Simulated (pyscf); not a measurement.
## Substitution at C: H₃C–CH₂–O–SiH₃ + H• → CH₄ + •H₂C–O–SiH₃

Gas phase, doublet surface, charge 0. Bonds broken: C1–C2. Bonds formed: C1–H13. Optimised with ωB97X-D3(BJ)/def2-SVP in PySCF.

Transition state (Å):

```xyz
13

C      0.9669     0.7154    -0.0423
C     -0.7478     0.8510    -0.7026
O     -1.5101    -0.2175    -0.2599
Si    -2.1206    -0.3844     1.2857
H      0.6651     0.8950     0.9980
H      1.3461     1.5522    -0.6447
H      1.0615    -0.3174    -0.4026
H     -0.6493     0.8140    -1.7973
H     -1.1307     1.8317    -0.3647
H     -3.1545    -1.4480     1.2253
H     -2.7175     0.9123     1.7288
H     -1.0590    -0.7737     2.2601
H      2.2760     0.5780     0.4574
```

One imaginary mode, 1573i cm⁻¹; descent along it reached the two sides named.

```
bond    change  reactant side (Å)  saddle  product side
------  ------  -----------------  ------  ------------
C1–C2   breaks              1.522   1.842           4.5
C1–H13   forms                3.8   1.408         1.101
```

Electronic energies relative to the separated reactants (eV):

```csv
level,barrier,reaction energy,reverse barrier
ωB97X-D3(BJ)/def2-TZVP,1.58,-0.78,2.37
PBE/def2-TZVP,1.17,-0.85,2.02
r²SCAN/def2-TZVP,1.17,-0.96,2.14
B3LYP-D3(BJ)/def2-TZVP,1.29,-0.96,2.25
PBE0-D3(BJ)/def2-TZVP,1.38,-0.77,2.14
M06-2X/def2-TZVP,1.50,-0.76,2.26
ωB97M-D3(BJ)/def2-TZVP,1.53,-0.81,2.34
HF/def2-TZVP,2.23,-0.92,3.15
```

With ωB97M-D3(BJ)/def2-TZVP energies and thermal terms (ideal gas, 1 atm, RRHO with modes under 100 cm⁻¹ raised to 100, one conformer, R ln 2 for chiral ones without a mode under 150 cm⁻¹), in eV:

```
T (K)   ΔH‡   ΔG‡     ΔH     ΔG
-----  ----  ----  -----  -----
298    1.51  1.81  -0.75  -0.91
600    1.50  2.12  -0.78  -1.06
900    1.49  2.44  -0.82  -1.19
1200   1.47  2.76  -0.87  -1.30
```

From the product side, H₂C=O + SiH₃• + CH₄ lies, by one bond made or cut, 0.69 eV under this saddle at ωB97M-D3(BJ)/def2-TZVP. The same reactants have a lower exit, to H₃C–CH₂–O–SiH₂• + H₂ (barrier +0.19 eV at ωB97M-D3(BJ)/def2-TZVP, against +1.53 eV here). H₃C–CH₂–O–SiH₃ lies 0.79 eV over its isomer H₃C–CH₂–SiH₂–OH (electronic energy, ωB97M-D3(BJ)/def2-TZVP). •H₂C–O–SiH₃ lies 0.25 eV over its isomer H₃C–O–SiH₂• (electronic energy, ωB97M-D3(BJ)/def2-TZVP). This is the saddle that the search found; another between the same sides may lie lower. The angle at the attacked C is 179°.
